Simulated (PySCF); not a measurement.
Computed with PBE-D3(BJ)/def2-TZVP // PBE0-D3(BJ)/def2-TZVP in PySCF. Isolated molecules, 0 K electronic values unless said otherwise. Excitations are Tamm–Dancoff values on a coarser integration grid. The basis has no diffuse functions, so Rydberg states are missing or too high.

Reference species (SMILES): `F[Si](F)(F)F` (neutral, multiplicity 1).

The S1 oscillator strength is 0.000, the S1 excitation (TDA) comes out as 10.17 eV and the HOMO–LUMO gap is 10.06 eV. The HOMO comes out as -10.59 eV.

Changed species: `F[SiH2]F` (2 of 4 F replaced by H; the reference has 0 of 4 F replaced by H).

Task: What does the change do to the S1 oscillator strength, S1 excitation (TDA), HOMO–LUMO gap and HOMO?

Result: the S1 oscillator strength is nearly the same; the S1 excitation (TDA) decreases by 2.21 eV, to 7.96 eV; the HOMO–LUMO gap falls by 2.26 eV, to 7.80 eV; the HOMO increases by 2.23 eV, to -8.36 eV.
